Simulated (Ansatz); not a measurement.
How far each method lies from full CI for [SiH₃···H···H], doublet

Geometry: a point of a hydrogen-transfer path between rigid fragments, not a stationary point.

```xyz
6

Si   -0.0848    0.0000    0.0000
H    -0.5797    1.3997    0.0000
H    -0.5797   -0.6999    1.2122
H    -0.5797   -0.6999   -1.2122
H     1.6572    0.0000    0.0000
H     2.4452    0.0000    0.0000
```

Basis 6-31G; Ansatz 0.2.0. Only valence electrons are correlated (noble-gas cores frozen), which leaves 9 electrons in 18 orbitals. R marks a restricted (for open shells ROHF) determinant, U an unrestricted one. Active spaces: pair = (3e, 3o) about the gap; valence = (9e, 9o) chosen from the atoms' valence shells.

Full CI is exact within this basis and frozen core; it isn't the basis-set limit. The frozen core follows each run's orbitals, which can shift R against U totals by a few meV.

For open shells CISD is restricted-active-space CI with the open shells as a complete middle space.

The UHF ⟨S²⟩ is 0.770. The T1 diagnostic (RCCSD) is 0.0182 and the largest doubles amplitude (RCCSD) is 0.041. The T1 diagnostic (UCCSD) is 0.0111.

```json
{"level": "UHF", "E − E(RHF) (eV)": "-0.1406"}
{"level": "RMP2", "E − E(RHF) (eV)": "-1.9569"}
{"level": "UMP2", "E − E(RHF) (eV)": "-1.9696"}
{"level": "RCCSD", "E − E(RHF) (eV)": "-2.7049"}
{"level": "UCCSD", "E − E(RHF) (eV)": "-2.7052"}
{"level": "RCCSD(T)", "E − E(RHF) (eV)": "-2.7322"}
{"level": "UCCSD(T)", "E − E(RHF) (eV)": "-2.7319"}
```

Problem. Estimate how far full CI in 6-31G lies from RCCSD(T). The table doesn't fix it; the size of (T) and the diagnostics are the guide.

Solution. Full CI in 6-31G lies 0.42 mEh below RCCSD(T), which is 42 % of the (T) step (-1.00 mEh). The diagnostics give no warning, yet the rest is a sizeable part of (T).

The other levels:

```
                   level  E − E(full CI) (mEh)  share of correlation (%)  wall time
                    CISD                  5.84                     94.21      0.6 s
                 BCCD(T)                  0.42                     99.58     0.78 s
                  RCCSDT                  0.05                     99.95          –
                  UCCSDT                  0.05                     99.95          –
               RCCSDT(Q)                  0.01                     99.99      4.1 s
               UCCSDT(Q)                  0.01                     99.99      3.6 s
                 RCCSDTQ                  0.00                    100.00       42 s
     CASSCF (pair space)                 80.02                     20.64          –
     NEVPT2 (pair space)                 23.51                     76.69     0.42 s
  CASSCF (valence space)                 29.04                     71.20          –
  NEVPT2 (valence space)                  8.38                     91.69        4 s
  MRCISD (valence space)                  1.01                     99.00          –
MRCISD+Q (valence space)                  0.50                     99.50      6.5 s
```

The correlation energy at full CI, counted from RHF, is -2.744 eV. That run took 2.4 min on 1 thread of Arm Neoverse N1, shared host over 13,106,016 determinants.

Times hold each run's SCF and search for its determinant on a shared host, so for small cases they say little of a method's own cost; they ran on 1 thread of Arm Neoverse N1.

The full-CI state has the irrep A' of Cs, in the program's axes (one component, if the state is degenerate).

Natural occupations of full CI about the gap: 1.977 1.968 1.963 1.963 0.996 0.030 0.026 0.026 0.025 0.006; effectively unpaired electrons, Σ n²(2−n)², 1.03.
